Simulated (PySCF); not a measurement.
## The first ionisation energy along group 15

Calculated with PySCF 2.14 from differences of total energies of unrestricted determinants, without spin-orbit coupling. Values in eV. The last column holds reference values (NIST; (s) semi-empirical, (t) theoretical, else measured). Unmarked ones compare directly (S terms, centres of terms, or small fine structure); those marked * lie between the lowest fine-structure levels and include a spin-orbit shift.

| element | configurations | UHF | MP2 (valence) | SCS-MP2 (valence) | CCSD (valence) | CCSD(T) (valence) | reference |
| --- | --- | --- | --- | --- | --- | --- | --- |
| N (def2-TZVP, non-relativistic) | [He] 2s2 2p3 → [He] 2s2 2p2 | 13.898 | 14.564 | 14.311 | 14.424 | 14.442 | 14.545 |
| P (def2-TZVP, non-relativistic) | [Ne] 3s2 3p3 → [Ne] 3s2 3p2 | 9.910 | 10.475 | 10.304 | 10.412 | 10.453 | 10.526 |
| As (def2-TZVP, non-relativistic) | [Ar] 3d10 4s2 4p3 → [Ar] 3d10 4s2 4p2 | 9.450 | 9.925 | 9.780 | 9.888 | 9.920 | 10.008 |
| Sb (def2-TZVP with the def2 core potential (28 electrons), ECP) | [Kr] 4d10 5s2 5p3 → [Kr] 4d10 5s2 5p2 | 8.584 | 8.986 | 8.864 | 8.971 | 8.999 | 9.124 |

Question: Which of these methods has the smallest mean absolute error against the measured values here?

Answer: MP2 (valence), with 0.073 eV.

```tsv
method	elements	mean error (eV)	mean absolute error (eV)	largest error (eV)
UHF	4	-0.590	0.590	-0.647
MP2 (valence)	4	-0.063	0.073	-0.138
SCS-MP2 (valence)	4	-0.236	0.236	-0.260
CCSD (valence)	4	-0.127	0.127	-0.154
CCSD(T) (valence)	4	-0.097	0.097	-0.125
```

Errors include the incompleteness of the basis and the frozen core.

"Valence" correlates the outer s and p shells and, in groups 3 to 12 and the f block, the outer d or f shell, open or full, or the next shell where the ion has no valence electron left; the wider scheme adds the next inner shell.
